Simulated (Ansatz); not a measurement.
System: CH3O, charge 0, multiplicity 2. It need not be the lowest isomer of its formula. 
Coordinates optimised at B3LYP-D3(BJ)/def2-TZVP (Ansatz, a program for electronic structure):
SMILES: C[O]
```xyz
5

C      0.0422    -0.5697     0.0421
O     -0.0449     0.7878    -0.0350
H      1.0743    -0.9437    -0.0130
H     -0.4948    -0.9923     0.9030
H     -0.4741    -0.9483    -0.8625
```
Charge 0, spin multiplicity 2.

Basis-set convergence of Hartree-Fock and MP2 correlation energies (hartree) with Ansatz. Correlated levels leave the core frozen unless marked. UHF or UKS for open shells. No spin-orbit coupling. Non-relativistic.

```csv
basis,functions,E(HF),"E(corr, MP2)"
aug-cc-pVDZ,73,-114.43867,-0.30467
aug-cc-pVTZ,161,(withheld),(withheld)
```

Q: Fill in the missing entries.

A: 
- aug-cc-pVTZ, E(HF): -114.46792
- aug-cc-pVTZ, E(corr, MP2): -0.37579
